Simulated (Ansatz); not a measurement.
# CHOS radical (SMILES O=C[S]): functionals against CCSD(T) at one geometry

The atoms stand at a structure displaced at random from a GFN2-xTB minimum. How far do the functionals agree with CCSD(T) there?

Program: Ansatz 0.2.0, Gaussian basis. Level of theory: single points in def2-TZVPP. These are calculated values, not measurements.

Correlated methods freeze the cores. Orbitals are unrestricted.

## 1. The system as given

4 atoms, charge 0, spin multiplicity 2.

Atoms are counted from 1 here; the program's logs count them from 0.

Bond lengths: O1–C2 1.240 Å, C2–S3 1.862 Å, C2–H4 1.155 Å. Angles: O1–C2–S3 127.4°, O1–C2–H4 133.2°, S3–C2–H4 98.7°.

Coordinates:

```xyz
4
CHOS
O    -0.9368    0.5749    0.9310
C    -0.1480    0.1960    0.0529
S     1.0947   -1.1852    0.1681
H    -0.0515    0.4245   -1.0754
```

## 2. CCSD(T)/def2-TZVPP

The input, run/in.yaml:

```yaml
crystal:
  periodic: [false, false, false]
  atoms:
    - {symbol: O, position_ang: [-0.936800, 0.574900, 0.931000]}
    - {symbol: C, position_ang: [-0.148000, 0.196000, 0.052900]}
    - {symbol: S, position_ang: [1.094700, -1.185200, 0.168100]}
    - {symbol: H, position_ang: [-0.051500, 0.424500, -1.075400]}
basis:
  gaussian: {orbitals: def2-TZVPP}
magnetization: {spin_polarized: true, initial_magnetization: 1}
correlation: {method: ccsd_t}
scf: {omitted_lower_state_checks: [cluster_reference]}
output: {forces: true}
```

The command line of these runs was not kept.

## 3. PBE0-D4/def2-TZVPP

run/in.yaml: that of step 2 with these lines changed.

```diff
@@ -10,4 +10,3 @@
 magnetization: {spin_polarized: true, initial_magnetization: 1}
-correlation: {method: ccsd_t}
-scf: {omitted_lower_state_checks: [cluster_reference]}
-output: {forces: true}
+hamiltonian: {xc: pbe0, dispersion: d4}
+output: {forces: true, orbitals: {seedname: orbitals}}
```

## 4. wB97M-V/def2-TZVPP

run/in.yaml: that of step 3 with these lines changed.

```diff
@@ -10,3 +10,3 @@
 magnetization: {spin_polarized: true, initial_magnetization: 1}
-hamiltonian: {xc: pbe0, dispersion: d4}
-output: {forces: true, orbitals: {seedname: orbitals}}
+hamiltonian: {xc: {name: wB97M-V}}
+output: {forces: true}
```

## 5. r2SCAN-D4/def2-TZVPP

run/in.yaml: that of step 4 with these lines changed.

```diff
@@ -10,3 +10,3 @@
 magnetization: {spin_polarized: true, initial_magnetization: 1}
-hamiltonian: {xc: {name: wB97M-V}}
+hamiltonian: {xc: r2scan, dispersion: d4}
 output: {forces: true}
```

## 6. PBE-D4/def2-TZVPP

run/in.yaml: that of step 5 with these lines changed.

```diff
@@ -10,3 +10,3 @@
 magnetization: {spin_polarized: true, initial_magnetization: 1}
-hamiltonian: {xc: r2scan, dispersion: d4}
+hamiltonian: {xc: pbe, dispersion: d4}
 output: {forces: true}
```

## 7. BHLYP-D4/def2-TZVPP

run/in.yaml: that of step 6 with these lines changed.

```diff
@@ -10,3 +10,3 @@
 magnetization: {spin_polarized: true, initial_magnetization: 1}
-hamiltonian: {xc: pbe, dispersion: d4}
+hamiltonian: {xc: {name: BHLYP}, dispersion: d4}
 output: {forces: true}
```

## 8. B97M-V/def2-TZVPP

run/in.yaml: that of step 7 with these lines changed.

```diff
@@ -10,3 +10,3 @@
 magnetization: {spin_polarized: true, initial_magnetization: 1}
-hamiltonian: {xc: {name: BHLYP}, dispersion: d4}
+hamiltonian: {xc: {name: B97M-V}}
 output: {forces: true}
```

(Steps that only read results are left out.)

Q: Predict the outcome of this session. Wanted: energy less free atoms, CCSD(T)/def2-TZVPP; RMS force component; RMS force error; HOMO and LUMO, PBE0-D4; T1 diagnostic.

As calculated:

```
                                  quantity                                                                                           value
energy less free atoms, CCSD(T)/def2-TZVPP                                                                                  -1380.0 kJ/mol
                       RMS force component                                                            1.227 to 1.958 eV/Å over the methods
                           RMS force error  PBE0-D4 0.405, wB97M-V 0.368, r2SCAN-D4 0.236, PBE-D4 0.245, BHLYP-D4 0.724, B97M-V 0.383 eV/Å
                    HOMO and LUMO, PBE0-D4                                                                              -8.04 and -4.82 eV
                             T1 diagnostic                                                                                           0.021
```

What this shows: Against CCSD(T) the functionals' energies less atoms differ by -162.4 to +51.0 kJ/mol, PBE-D4 by -162.4 kJ/mol. CCSD(T) in triple zeta still lacks some correlation energy of the bonds, so part of these gaps is its own basis error and they don't rank the functionals. On forces the order runs from r2SCAN-D4 to BHLYP-D4. Frozen-core CCSD(T) forces in triple zeta carry basis errors of their own, and this is one geometry, so small gaps rank nothing.
